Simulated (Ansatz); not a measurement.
Process, species as SMILES: O=S(F)F + 3 [H][H] (H2) → 2 F (HF) + O (H2O) + S (H2S)
B3LYP-D3(BJ)/def2-TZVP geometries, fixed; electronic energies without zero-point terms.
Largest species:
```xyz
4

O      1.3619    -0.1486    -0.3569
S      0.1670    -0.0077     0.4048
F     -0.6344     1.2320    -0.2285
F     -0.8731    -1.0862    -0.1739
```
Charge 0, spin multiplicity 1.

Basis-set convergence of the energy of full hydrogenation at PBE0 with Ansatz (an electronic-structure program). Cartesian d functions, on some or all atoms, in 6-31G**, 6-31+G*; all else is spherical. The program fits the integrals of some runs and decomposes those of others, by size. No added dispersion term, no relativity. Functions are those of the species that has most. Reference: the value in pcseg-4, -61.01 kcal/mol, itself unsure by roughly 0.53 kcal/mol (its mean distance from aug-pcseg-3, aug-cc-pV(Q+d)Z, cc-pV(5+d)Z). Deviations are taken from unrounded values. Cost is core time over that of pcseg-2, rough, on shared machines of one kind; a dash marks a row that isn't timed (too short, read off another run, short of memory, by another algorithm or on other hardware).

```json
[
 {"basis": "3-21G", "functions": "40", "energy of full hydrogenation (kcal/mol)": "-86.66", "minus reference (kcal/mol)": "-25.65", "cost": "-"},
 {"basis": "6-31G", "functions": "40", "energy of full hydrogenation (kcal/mol)": "-133.31", "minus reference (kcal/mol)": "-72.29", "cost": "-"},
 {"basis": "def2-SVP", "functions": "60", "energy of full hydrogenation (kcal/mol)": "-75.72", "minus reference (kcal/mol)": "-14.71", "cost": "-"},
 {"basis": "pcseg-1", "functions": "60", "energy of full hydrogenation (kcal/mol)": "-79.28", "minus reference (kcal/mol)": "-18.27", "cost": "-"},
 {"basis": "6-31G**", "functions": "64", "energy of full hydrogenation (kcal/mol)": "-61.63", "minus reference (kcal/mol)": "-0.62", "cost": "-"},
 {"basis": "6-31+G*", "functions": "80", "energy of full hydrogenation (kcal/mol)": "-66.16", "minus reference (kcal/mol)": "-5.15", "cost": "0.6×"},
 {"basis": "def2-SVPD", "functions": "96", "energy of full hydrogenation (kcal/mol)": "-94.42", "minus reference (kcal/mol)": "-33.41", "cost": "0.7×"},
 {"basis": "pcseg-2", "functions": "124", "energy of full hydrogenation (kcal/mol)": "-66.02", "minus reference (kcal/mol)": "-5.01", "cost": "1×"},
 {"basis": "def2-TZVPP", "functions": "135", "energy of full hydrogenation (kcal/mol)": "-61.59", "minus reference (kcal/mol)": "-0.58", "cost": "1×"},
 {"basis": "jun-cc-pV(T+d)Z", "functions": "165", "energy of full hydrogenation (kcal/mol)": "-63.96", "minus reference (kcal/mol)": "-2.95", "cost": "2×"},
 {"basis": "def2-TZVPD", "functions": "166", "energy of full hydrogenation (kcal/mol)": "-61.02", "minus reference (kcal/mol)": "-0.01", "cost": "2×"},
 {"basis": "def2-TZVPPD", "functions": "171", "energy of full hydrogenation (kcal/mol)": "-64.29", "minus reference (kcal/mol)": "-3.28", "cost": "2×"},
 {"basis": "aug-cc-pV(T+d)Z", "functions": "193", "energy of full hydrogenation (kcal/mol)": "-63.39", "minus reference (kcal/mol)": "-2.38", "cost": "2×"},
 {"basis": "cc-pV(Q+d)Z", "functions": "229", "energy of full hydrogenation (kcal/mol)": "-59.11", "minus reference (kcal/mol)": "1.90", "cost": "2×"},
 {"basis": "def2-QZVPP", "functions": "241", "energy of full hydrogenation (kcal/mol)": "-61.19", "minus reference (kcal/mol)": "-0.18", "cost": "2×"},
 {"basis": "pcseg-3", "functions": "244", "energy of full hydrogenation (kcal/mol)": "-61.41", "minus reference (kcal/mol)": "-0.40", "cost": "3×"},
 {"basis": "def2-QZVPPD", "functions": "277", "energy of full hydrogenation (kcal/mol)": "-62.11", "minus reference (kcal/mol)": "-1.10", "cost": "3×"},
 {"basis": "aug-pcseg-3", "functions": "344", "energy of full hydrogenation (kcal/mol)": "-61.36", "minus reference (kcal/mol)": "-0.35", "cost": "5×"}
]
```
